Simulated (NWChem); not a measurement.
**Li2H2 ((LiH)2 ring), run twice**

Wanted: the energy of Li2H2 ((LiH)2 ring), revPBE/x2c-TZVPall (sfX2C).

The results are computed with NWChem 7.3.0.

2 further runs of the same task are left out: 1 that didn't finish, 1 set aside as unsound or not needed.

## Step 1: The system as given

Li2H2 has 4 atoms, charge 0, and is taken as a singlet. Geometry: a GFN2-xTB relaxation, a rough one for these elements and not checked as a minimum.

Bond lengths: Li1–H2 1.684 Å, H2–Li3 1.685 Å, Li1–H4 1.686 Å, Li3–H4 1.684 Å. Angles: Li1–H2–Li3 81.5°, Li1–H4–Li3 81.5°, H2–Li1–H4 98.5°, H2–Li3–H4 98.5°.

## Step 2: The input as first written

File job.xyz:

```xyz
4
(LiH)2 ring
Li     0.748450     0.467780    -0.657020
H     -0.711410     1.057560    -0.059410
Li    -0.748660    -0.467860     0.656490
H      0.711620    -1.057470     0.059940
```

File run.py:

```python
from ase.io import read
from ase.calculators.nwchem import NWChem

mol = read('job.xyz')

calc = NWChem(
    label='job',
    theory='dft',
    memory='2200 mb',
    basis='x2c-TZVPall',
    basispar='spherical bse',
    relativistic={'x2c': 'on'},
    dft={'xc': 'revpbe cpbe96', 'mult': '1', 'grid': 'medium', 'convergence': 'energy 1e-05', 'direct': None, 'iterations': '1', 'print': 'low'},
    task='energy',
)
mol.calc = calc

e = mol.get_potential_energy()
print(f"E = {e:.6f} eV")
```

The run is started by

```sh
$ export ASE_NWCHEM_COMMAND="nwchem PREFIX.nwi > PREFIX.nwo"
$ python run.py
```

Log:

```text
0:dft energy failed:Received an Error in Communication
--------------------------------------------------------------------------
MPI_ABORT was invoked on rank 0 in communicator MPI COMM 3 DUP FROM 0
  Proc: [[6736,0],0]
  Errorcode: -1

NOTE: invoking MPI_ABORT causes Open MPI to kill all MPI processes.
You may or may not see output from other processes, depending on
exactly when Open MPI kills them.
--------------------------------------------------------------------------
ase.calculators.calculator.CalculationFailed: Calculator "nwchem" failed with command "nwchem job.nwi > job.nwo" failed in . with error code 255
```

The calculator wrote job.nwi:

```
title "job"

permanent_dir job

scratch_dir job

start job

geometry units angstrom nocenter noautosym noautoz
  Li 7.4844999999999995e-01 4.6777999999999997e-01 -6.5702000000000005e-01
  H  -7.1140999999999999e-01 1.0575600000000001e+00 -5.9409999999999998e-02
  Li -7.4865999999999999e-01 -4.6786000000000000e-01 6.5649000000000002e-01
  H  7.1162000000000003e-01 -1.0574699999999999e+00 5.9940000000000000e-02
end

memory 2200 mb

basis spherical bse noprint
   * library x2c-TZVPall
end

relativistic
  x2c on
end
dft
  xc revpbe cpbe96
  mult 1
  grid medium
  convergence energy 1e-05
  direct
  iterations 1
  print low
end

task dft energy
```

job.nwo:

```text
Northwest Computational Chemistry Package (NWChem) 7.3.0
             --------------------------------------------------------

           Job information
           ---------------

    nwchem branch   = 7.3.0
    use scalapack   = T
    input           = job.nwi
    prefix          = job.
    data base       = job/job.db
    status          = startup
    nproc           =        1

           Memory information
           ------------------

    heap     =     72089598 doubles =      550.0 Mbytes
    stack    =     72089595 doubles =      550.0 Mbytes
    global   =    144179200 doubles =     1100.0 Mbytes (distinct from heap & stack)
    total    =    288358393 doubles =     2200.0 Mbytes
    verify   = yes
    hardfail = no

           Directory information
           ---------------------

  0 permanent = job
  0 scratch   = job

[... 29 lines left out ...]
            Nuclear Dipole moment (a.u.)
[... 73 lines left out ...]
 x2c_1e_scalar: 1e energy :   -0.3233428E+02
[... 15 lines left out ...]
   convergence    iter        energy       DeltaE   RMS-Dens  Diis-err    time
[... 3 lines left out ...]
      Calculation failed to converge
      ------------------------------

         Total DFT energy =      -16.206529156926
      One electron energy =      -33.378080447804
           Coulomb energy =       15.599856188093
    Exchange-Corr. energy =       -4.569008470904
 Nuclear repulsion energy =        6.140703573690

 Numeric. integr. density =        8.000002213023

     Total iterative time =      0.2s

 ------------------------------------------------------------------------
 dft energy failed                                                                                  0
 ------------------------------------------------------------------------
 ------------------------------------------------------------------------
  current input line :
    37: task dft energy
 ------------------------------------------------------------------------
 ------------------------------------------------------------------------
 This type of error is most commonly associated with calculations not reaching convergence criteria
 ------------------------------------------------------------------------
```

It took 1.6 s on 1 thread of Intel Xeon Platinum 8375C at 2.90GHz (Ice Lake), shared host; peak memory 0.17 GiB.

## Step 3: What went wrong

The run stopped without converging.

The fault: the iteration cap is too low for convergence. To mend it: iteration cap at its default in place of 1.

## Step 4: The mended input

job.xyz, as its differences from that of step 2:

```diff
@@ -1,3 +1,3 @@
 4
-(LiH)2 ring
+H2Li2 revPBE
 Li     0.748450     0.467780    -0.657020
```

File run.py:

```python
from ase.io import read
from ase.calculators.nwchem import NWChem

system = read('job.xyz')

calc = NWChem(
    label='job',
    theory='dft',
    memory='2200 mb',
    basis='x2c-TZVPall',
    basispar='spherical bse',
    relativistic={'x2c': 'on'},
    dft={'xc': 'revpbe cpbe96', 'mult': '1', 'grid': 'medium', 'convergence': 'energy 1e-05', 'direct': None},
    task='energy',
)
system.calc = calc

print("Total energy (eV):", round(system.get_potential_energy(), 6))
print("dipole (e A):", system.get_dipole_moment().round(4))
```

The run is started by

```sh
$ export ASE_NWCHEM_COMMAND="nwchem PREFIX.nwi > PREFIX.nwo"
$ python run.py
```

Log:

```text
Total energy (eV): -441.381598
dipole (e A): [-0.0003 -0.0001 -0.0007]
```

The calculator wrote job.nwi:

```
title "job"

permanent_dir job

scratch_dir job

start job

geometry units angstrom nocenter noautosym noautoz
  Li 7.4844999999999995e-01 4.6777999999999997e-01 -6.5702000000000005e-01
  H  -7.1140999999999999e-01 1.0575600000000001e+00 -5.9409999999999998e-02
  Li -7.4865999999999999e-01 -4.6786000000000000e-01 6.5649000000000002e-01
  H  7.1162000000000003e-01 -1.0574699999999999e+00 5.9940000000000000e-02
end

memory 2200 mb

basis spherical bse noprint
   * library x2c-TZVPall
end

relativistic
  x2c on
end
dft
  xc revpbe cpbe96
  mult 1
  grid medium
  convergence energy 1e-05
  direct
end

task dft energy
```

job.nwo:

```text
Northwest Computational Chemistry Package (NWChem) 7.3.0
             --------------------------------------------------------

           Job information
           ---------------

    nwchem branch   = 7.3.0
    use scalapack   = T
    input           = job.nwi
    prefix          = job.
    data base       = job/job.db
    status          = startup
    nproc           =        1

           Memory information
           ------------------

    heap     =     72089600 doubles =      550.0 Mbytes
    stack    =     72089597 doubles =      550.0 Mbytes
    global   =    144179200 doubles =     1100.0 Mbytes (distinct from heap & stack)
    total    =    288358397 doubles =     2200.0 Mbytes
    verify   = yes
    hardfail = no

           Directory information
           ---------------------

  0 permanent = job
  0 scratch   = job

[... 29 lines left out ...]
            Nuclear Dipole moment (a.u.)
[... 78 lines left out ...]
          Convergence on gradient requested:  5.00D-04
[... 22 lines left out ...]
          Convergence aids based upon iterative change in
[... 79 lines left out ...]
   convergence    iter        energy       DeltaE   RMS-Dens  Diis-err    time
[... 9 lines left out ...]
           Coulomb energy =       15.485218958056
[... 7 lines left out ...]
                       DFT Final Molecular Orbital Analysis
[... 288 lines left out ...]
 center of mass
 --------------
 x =  -0.00014858 y =  -0.00005541 z =  -0.00037498

 moments of inertia (a.u.)
 ------------------
          40.655566542919         -12.131622748247          24.328907994412
         -12.131622748247          53.361006307426          15.849945689138
          24.328907994412          15.849945689138          50.738410740325

     Multipole analysis of the density
     ---------------------------------

     L   x y z        total         alpha         beta         nuclear
     -   - - -        -----         -----         ----         -------
     0   0 0 0     -0.000000     -4.000000     -4.000000      8.000000

     1   1 0 0     -0.000486      0.000154      0.000154     -0.000794
[... 8 lines of this table left out ...]
     2   0 0 2     -3.984231     -6.625724     -6.625724      9.267217

 Task  times  cpu:        0.9s     wall:        0.9s
 Total times  cpu:        0.9s     wall:        0.9s
```

Wall time 2.3 s (1 thread of Intel Xeon Platinum 8375C at 2.90GHz (Ice Lake), shared host); peak memory 0.17 GiB.

## Step 5: Summary of results

At revPBE/x2c-TZVPall (sfX2C):

| quantity | value |
| --- | --- |
| total energy | -16.22047 Eh |
| dipole moment | 0.00 D |
| HOMO energy | -4.70 eV |
| LUMO energy | -0.86 eV |
| HOMO–LUMO gap | 3.85 eV |
